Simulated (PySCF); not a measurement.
## Gas-phase thermal properties of H₂S

Method: PySCF energies (xtb for GFN2) plus ideal-gas RRHO corrections (1 bar). Table values come from the NASA 1993 polynomials. 6-31G* has spherical d functions here. All species are closed-shell singlets. B3LYP is the form with VWN-RPA correlation. The harmonic model lacks anharmonicity and excited electronic states, which grow with temperature; levels with a mode under 35 cm⁻¹ are left out.

```
level           point group  σ  ZPE (kJ/mol)  S°298 (J/mol/K)  Cp298 (J/mol/K)  S°1000 (J/mol/K)  H1000 − H298 (kJ/mol)
--------------  -----------  -  ------------  ---------------  ---------------  ----------------  ---------------------
table                     -  -             -            205.8             34.2             252.6                   28.0
B3LYP/6-31G*            C2v  2          39.8            205.8             34.0             252.1                   27.6
GFN2-xTB                C2v  2          36.6            205.5             34.3             252.7                   28.2
HF/6-31G*               C2v  2          43.1            205.3             33.8             250.7                   27.0
PBE/def2-SVP            C2v  2          38.4            206.1             34.3             253.0                   28.0
PBE0/def2-TZVP          C2v  2          39.9            205.7             34.1             252.1                   27.7
```
σ: rotational symmetry number. Electronic degeneracy used: 1. Frequencies are unscaled.
